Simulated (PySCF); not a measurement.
**A thermochemical cycle for Cl2**

MP2 in PySCF with def2-TZVPPD on every atom, for the lowest determinant that a PBE0 search found; no spin–orbit coupling. Cl2, a singlet (closed shell), has De = 2.53 eV to neutral atoms, and Cl₂⁺, a doublet (π ↑), has De = 3.87 eV to Cl⁺ + Cl.

The adiabatic ionisation energy of Cl2, between the minima, is 11.40 eV.

Q: Which ionisation energy of the Cl atom does this level give?

A: IE(Cl) = IE(molecule) + De(ion) − De(neutral) = 11.40 + 3.87 − 2.53 = 12.74 eV; the measured value is 12.968 eV (NIST ASD).

Correlated steps freeze 10 core orbitals. Where the molecule has an RHF reference, its open-shell atoms are computed with UHF. States were picked by a PBE0 search and need not be the measured ground states.
